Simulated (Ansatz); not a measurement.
**BNH3 (quartet): wave-function methods side by side at distance B1–H4 along a hydrogen transfer = 1.792 Å, cc-pVDZ**

Aim: climb from Hartree-Fock through coupled cluster and multireference methods for BNH3 (quartet) at one geometry and basis, and see what each rung misses.

Method: cc-pVDZ, core rule «outside noble gas», up to 2 orbitals frozen; program: Ansatz 0.2.0, Gaussian basis.

To be run: UHF; CCSD(T) on ROHF; CCSD(T) on UHF; BCCD(T) on ROHF; CISD; CCSDT(Q) on ROHF; CCSDT(Q) on UHF; CASSCF and MRCISD+Q, 5 electrons in 5 orbitals; CASSCF and NEVPT2, 5 electrons in 5 orbitals; CASSCF and MRCISD+Q, 11 electrons in 11 orbitals; CASSCF and NEVPT2, 11 electrons in 11 orbitals.

16 further runs of the same task are left out: 8 for a known fault of the program, 4 that didn't finish, 4 set aside as unsound or not needed.

### 1 The geometry

The geometry derives from fragments relaxed apart (PBE0/def2-TZVP) and kept rigid, so it is no stationary point. A hydrogen atom is moved between rigid fragments.

5 atoms, charge 0, spin multiplicity 4.

Atoms are counted from 1 here; the program's logs count them from 0.

Bond lengths: B1–H2 1.193 Å, B1–H3 1.193 Å, H4–N5 1.040 Å. Angles: H2–B1–H3 120.0°.

As a file:

```xyz
5
BH3N
B    -1.4464    0.0000    0.0000
H    -2.0431    1.0336    0.0000
H    -2.0431   -1.0336    0.0000
H     0.3456    0.0000    0.0000
N     1.3856    0.0000    0.0000
```

### 2 UHF

The input, in.yaml:

```yaml
crystal:
  periodic: [false, false, false]
  atoms:
    - {symbol: B, position_ang: [-1.446410, 0.000000, 0.000000]}
    - {symbol: H, position_ang: [-2.043144, 1.033571, 0.000000]}
    - {symbol: H, position_ang: [-2.043144, -1.033571, 0.000000]}
    - {symbol: H, position_ang: [0.345590, 0.000000, 0.000000]}
    - {symbol: N, position_ang: [1.385590, 0.000000, 0.000000]}
basis:
  gaussian: {orbitals: cc-pVDZ}
magnetization: {spin_polarized: true, initial_magnetization: 3}
hamiltonian: {xc: hf}
output: {orbitals: {seedname: orbitals}}
```

Started as:

```
$ ansatz run in.yaml --threads 1 --pin off --events-out ev --progress --plain --max-ram 2393MiB
```

The runs that follow: CCSD(T) on ROHF; CCSD(T) on UHF; BCCD(T) on ROHF; CISD; CCSDT(Q) on ROHF; CCSDT(Q) on UHF; CASSCF and MRCISD+Q, 5 electrons in 5 orbitals; CASSCF and NEVPT2, 5 electrons in 5 orbitals; CASSCF and MRCISD+Q, 11 electrons in 11 orbitals; CASSCF and NEVPT2, 11 electrons in 11 orbitals.

**Question.** What will the summary of the whole plan be? Wanted: UCCSDT(Q) below the RHF energy; RMP2 from UCCSDT(Q); UMP2 from UCCSDT(Q); RCCSD from UCCSDT(Q); RCCSD(T) from UCCSDT(Q); UCCSD(T) from UCCSDT(Q); RCCSDT(Q) from UCCSDT(Q); NEVPT2 pair from UCCSDT(Q); MRCISD+Q pair from UCCSDT(Q).

The runs gave:

| quantity | value |
| --- | --- |
| UCCSDT(Q) below the RHF energy | -6.2865 eV |
| RMP2 from UCCSDT(Q) | +1207.5 meV |
| UMP2 from UCCSDT(Q) | +1203.2 meV |
| RCCSD from UCCSDT(Q) | +125.1 meV |
| RCCSD(T) from UCCSDT(Q) | +27.5 meV |
| UCCSD(T) from UCCSDT(Q) | +26.0 meV |
| RCCSDT(Q) from UCCSDT(Q) | +1.7 meV |
| NEVPT2 pair from UCCSDT(Q) | +1152.1 meV |
| MRCISD+Q pair from UCCSDT(Q) | +21.3 meV |
| NEVPT2 valence from UCCSDT(Q) | +1024.5 meV |
| levels within 1 kcal/mol (43 meV) | RCCSD(T), UCCSD(T), BCCD(T), RCCSDT, UCCSDT, RCCSDT(Q), MRCISD+Q pair, MRCISD+Q valence |
| T1 diagnostic | 0.023 |
| effectively unpaired electrons | 3.01 |

RCCSD(T) lands +27.5 meV from the yardstick (0.4 % of the correlation energy). One determinant dominates. Of the multireference levels listed MRCISD+Q valence comes nearest in total energy (+15.2 meV), which doesn't show that its space is the better one. These misses are within one basis, not against nature; the frozen cores of restricted and unrestricted runs differ, which can shift their rows.
